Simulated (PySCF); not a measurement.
**Vibration and rotation of BO⁻**

RHF-CCSD(T) constants of BO⁻, ¹Σ⁺ (singlet), closed shell (basis B def2-TZVPPD, O def2-TZVPPD; no relativity; PySCF 2.14; masses 11.0093 and 15.9949 u):

```
ωe              : 1693.4 cm⁻¹
ωexe            : 11.0 cm⁻¹
Be              : 1.6648 cm⁻¹
αe              : 0.0166 cm⁻¹
D (centrifugal) : 6.44e-06 cm⁻¹
```

(1) Give the band origin of the fundamental and the first lines of its P and R branches.

(2) Near which J would the R branch turn back, without centrifugal distortion?

Correlated steps freeze 2 core orbitals.

Answers

(1) ν0 = ωe − 2ωexe = 1671.4 cm⁻¹, B0 = 1.6565, B1 = 1.6399 cm⁻¹.

```json
{"J″": "0", "P(J″) − ν0": "", "R(J″) − ν0": "3.280"}
{"J″": "1", "P(J″) − ν0": "-3.313", "R(J″) − ν0": "6.526"}
{"J″": "2", "P(J″) − ν0": "-6.659", "R(J″) − ν0": "9.739"}
{"J″": "3", "P(J″) − ν0": "-10.038", "R(J″) − ν0": "12.918"}
{"J″": "4", "P(J″) − ν0": "-13.450", "R(J″) − ν0": "16.064"}
{"J″": "5", "P(J″) − ν0": "-16.894", "R(J″) − ν0": "19.175"}
{"J″": "6", "P(J″) − ν0": "-20.370", "R(J″) − ν0": "22.253"}
```

(2) At J ≈ (B0 + B1)/(2(B0 − B1)) − 1 ≈ 98.
